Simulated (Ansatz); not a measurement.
SnH⁺, singlet: reading a ladder of total energies

Geometry: a point of a stretch scan, not a stationary point.

| atom | x (Å) | y (Å) | z (Å) |
| --- | --- | --- | --- |
| Sn | 0.0000 | 0.0000 | 0.0000 |
| H | 0.0000 | 0.0000 | 1.4430 |

Basis def2-TZVPP with its core potentials; Ansatz 0.2.0. Only valence electrons are correlated (noble-gas cores and the filled d shells of p-block atoms frozen), which leaves 4 electrons in 55 orbitals. Prefix R: restricted or restricted open-shell reference. No spin–orbit coupling is included; scalar relativity enters through the core potentials alone.

Full CI is exact within this basis and frozen core; it isn't the basis-set limit.

Runs differ by some tens of microhartree through their thresholds, so steps under 0.03 kcal/mol mean nothing.

| level | total energy (hartree) |
| --- | --- |
| RHF | -213.621451 |
| RMP2 | -213.678920 |
| RCCSD | -213.695656 |
| RCCSD(T) | -213.696620 |
| RCCSDT | -213.696841 |
| RCCSDT(Q) | -213.696870 |
| full CI | -213.696877 |

**Question.** What is the correlation energy at full CI, and what share of it do RMP2 and RCCSD recover?

**Answer.** E(corr) = -213.696877 − (-213.621451) = -0.075426 hartree = -2.052 eV. RMP2: -0.057469 / -0.075426 = 76.19 %. RCCSD: -0.074205 / -0.075426 = 98.38 %.

**Question.** By how many kcal/mol does RCCSD(T) miss full CI (1 hartree = 627.509 kcal/mol), and which steps make up the rest?

**Answer.** -213.696620 − (-213.696877) = 0.000257 hartree = 0.16 kcal/mol. Steps: RCCSDT − RCCSD(T) = -0.14, RCCSDT(Q) − RCCSDT = -0.02, full CI − RCCSDT(Q) = 0.00 kcal/mol. That is within 1 kcal/mol of the reference in this basis, which itself misses far more of the correlation at the basis-set limit.
